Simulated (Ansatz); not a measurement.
# C3O2 (SMILES O=C=C=C=O): single points off equilibrium

The task here is to estimate one member of a computed series from the others.

Computed with Ansatz 0.2.0, Gaussian basis. Level: single points in def2-TZVPP.

Correlated methods freeze the cores.

## Starting geometry

5 atoms, charge 0, spin multiplicity 1.

Atoms are counted from 1 here; the program's logs count them from 0.

Bond lengths: O1–C2 1.425 Å, C2–C3 1.201 Å, C3–C4 1.194 Å, C4–O5 1.120 Å. Angles: O1–C2–C3 178.1°, C2–C3–C4 171.7°, C3–C4–O5 166.9°.

As a file:

```xyz
5
C3O2
O     0.3274   -2.1496    1.4013
C     0.1371   -0.9811    0.6086
C    -0.0423    0.0207   -0.0283
C    -0.0724    1.0730   -0.5926
O    -0.2933    1.9516   -1.2508
```

Set-up of the first run:

The input, run/in.yaml:

```yaml
crystal:
  periodic: [false, false, false]
  atoms:
    - {symbol: O, position_ang: [0.327400, -2.149600, 1.401300]}
    - {symbol: C, position_ang: [0.137100, -0.981100, 0.608600]}
    - {symbol: C, position_ang: [-0.042300, 0.020700, -0.028300]}
    - {symbol: C, position_ang: [-0.072400, 1.073000, -0.592600]}
    - {symbol: O, position_ang: [-0.293300, 1.951600, -1.250800]}
basis:
  gaussian: {orbitals: def2-TZVPP}
correlation: {method: ccsd_t}
output: {forces: true}
```

The command line of these runs was not kept.

Among the steps run: CCSD(T)/def2-TZVPP; PBE0-D4/def2-TZVPP; wB97M-V/def2-TZVPP; r2SCAN-D4/def2-TZVPP; PBE-D4/def2-TZVPP; revPBE-D4/def2-TZVPP; r2SCAN0-D4/def2-TZVPP.

One table of the session follows, with a row left open; its other results are not shown here.

| method | RMS force component (eV/Å) | angle to CCSD(T) forces (°) | dipole (D) |
| --- | --- | --- | --- |
| CCSD(T) | 5.496 | reference | 2.45 |
| PBE0-D4 | 5.622 | 3.8 | 2.59 |
| wB97M-V | ? | ? | ? |
| r2SCAN-D4 | 5.449 | 1.9 | 2.36 |
| PBE-D4 | 5.405 | 3.7 | 2.25 |
| revPBE-D4 | 5.416 | 4.5 | 2.24 |
| r2SCAN0-D4 | 5.650 | 6.1 | 2.66 |

Estimate the missing values for wB97M-V.

The run gave: RMS force component (eV/Å): 5.584; angle to CCSD(T) forces (°): 4.9; dipole (D): 2.82. In the column «RMS force component (eV/Å)» it lies between CCSD(T) (5.496) and PBE0-D4 (5.622).
